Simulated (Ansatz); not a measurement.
## α-phase B

The numbers are results of LDA (Ansatz, a quantum-chemistry and plane-wave program, plane waves, PAW), not measurements.

Run with plane-wave cutoff 520 eV, 8×8×8 k mesh, perturbation theory, scalar-relativistic PAW data made under PBE.

Cell: relaxed at this level.

```
Quantity                                                  Result
--------------------------------------------------------  ------
electronic dielectric constant ε∞ (mean over three axes)    9.24
static dielectric constant (mean over three axes)           9.37
```

It cost roughly 25 core-minutes of CPU time.
